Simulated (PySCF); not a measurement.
Numbering as in the mapped SMILES `[CH3:1][N:2]([CH3:3])[CH:4]=[O:5]`; H(Xn) means a hydrogen on atom n.

Geometry: PBE0-D3(BJ)/def2-TZVP; GIAO shifts from PySCF, gas phase, non-relativistic, averaged over equivalent atoms.

At PBE0/pcSseg-2 (278 basis functions, 68 s wall time (2.3 min CPU) on 2 threads of an Intel Xeon, shared host):
| atoms | δ (ppm) |
| --- | --- |
| C4 | 168.3 |
| C1 | 37.8 |
| C3 | 30.9 |
| N2 | 123.8 |
| O5 | 403.4 |
| H(C4) | 8.14 |
| H(C3) | 2.87 |
| H(C1) | 2.83 |

δ = σ(ref) − σ, references computed at the same level: TMS for 13C (σ = 186.03 ppm), 1H (σ = 31.52 ppm); NH3 for 15N (σ = 263.78 ppm); 17O (σ = 329.54 ppm) vs H2O.

**Question.** Predict the values at wB97X-D/pcSseg-2 on the same geometry.

**Answer.** 
```tsv
atoms	δ at wB97X-D/pcSseg-2	change
C4	170.9	+2.6
C1	38.1	+0.3
C3	31.3	+0.4
N2	120.3	-3.5
O5	401.2	-2.2
H(C4)	8.10	-0.04
H(C3)	2.88	+0.01
H(C1)	2.82	-0.01
```

Referencing at the same level of theory: 13C (σref 186.29) and 1H (σref 31.63) vs TMS; 15N (σref 262.16) vs NH3; 17O (σref 328.24) against H2O.

The largest change is at N2 (amide-type nitrogen). Cost: 278 basis functions, 74 s wall time (2.5 min CPU) on 2 threads of an Intel Xeon, shared host. The order of the carbon signals is the same at both levels.

The two substituents on the amide-type nitrogen aren't averaged: C–N rotation is slow on the NMR time scale. Unscaled 17O shifts of doubly bonded oxygen tend to come out too high, by tens of ppm or more. Experimental scales use liquid or dissolved standards, which lie at an offset from isolated NH3 (liquid NH3: subtract about 20 ppm) and H2O (liquid H2O: subtract about 36 ppm).
